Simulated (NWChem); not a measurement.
Species: NaCl; SMILES [Na][Cl]

```xyz
2

Na     0.0000     0.0000    -1.4097
Cl     0.0000     0.0000     0.9285
```
Atoms are numbered in this order, from 1.

All runs: NWChem. STO-3G and 3-21G are far too small for this property and stand as cheap habits. All runs use the structure optimised with PBE0/def2-SVP. GIAO values for the isolated, static molecule; σ is the absolute isotropic shielding.

For level KT2/pcSseg-1:

| Property | Value |
|---|---|
| σ Cl2 (ppm) | 1122.0 |

Task: Estimate the same quantities for level Hartree-Fock/STO-3G.

Result: 
- σ Cl2 (ppm): 1198.9
